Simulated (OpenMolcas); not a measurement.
# How methods differ on PF3 (phosphorus trifluoride)

PF3: 4 atoms, total charge 0, spin state singlet. As SMILES, `FP(F)F`. Geometry: relaxed at PBE0-D4/def2-TZVP.

```jsonl
{"atom": "F", "x (Å)": "0.8344", "y (Å)": "-0.6632", "z (Å)": "0.8745"}
{"atom": "P", "x (Å)": "-0.2975", "y (Å)": "0.3146", "z (Å)": "0.3923"}
{"atom": "F", "x (Å)": "-1.0619", "y (Å)": "-0.6965", "z (Å)": "-0.5369"}
{"atom": "F", "x (Å)": "0.5250", "y (Å)": "1.0452", "z (Å)": "-0.7300"}
```

Each level gives the energy change with the P2–F3 bond stretched from 1.572 to 2.750 Å (eV). The values are calculated.

```json
{"level": "SVWN5/STO-3G (restricted)", "kind": "LDA", "program": "OpenMolcas", "value (eV)": "4.07", "CPU time (all runs)": "10 s"}
{"level": "r2SCAN/STO-3G (restricted)", "kind": "meta-GGA", "program": "OpenMolcas", "value (eV)": "3.88", "CPU time (all runs)": "12 s"}
{"level": "B3LYP/STO-3G (restricted)", "kind": "global hybrid", "program": "OpenMolcas", "value (eV)": "4.20", "CPU time (all runs)": "9.1 s"}
{"level": "M06-2X/STO-3G (restricted)", "kind": "hybrid meta-GGA", "program": "OpenMolcas", "value (eV)": "5.26", "CPU time (all runs)": "11 s"}
{"level": "CASPT2(2,2)/STO-3G", "kind": "multireference", "program": "OpenMolcas", "value (eV)": "?", "CPU time (all runs)": "3.4 s"}
{"level": "CASSCF(2,2)/STO-3G", "kind": "multireference", "program": "OpenMolcas", "value (eV)": "?", "CPU time (all runs)": "3.7 s"}
{"level": "MRCI(2,2)/STO-3G", "kind": "multireference", "program": "OpenMolcas", "value (eV)": "2.54", "CPU time (all runs)": "4.6 s"}
{"level": "FCI/STO-3G", "kind": "exact in the basis", "program": "OpenMolcas", "value (eV)": "2.52", "CPU time (all runs)": "9.2 min"}
```

(1) Estimate the missing values from the other rows.

Results:

(1) As computed at these levels: CASPT2(2,2)/STO-3G: 2.48 eV; CASSCF(2,2)/STO-3G: 2.44 eV. The first shape isn't each level's own minimum. The values span 2.44 to 5.26 eV. All rows use very small basis sets, so even the best lies far from the true value. CPU times are rough (shared hosts, several kinds of processor): they show what a rung costs within a factor of a few.
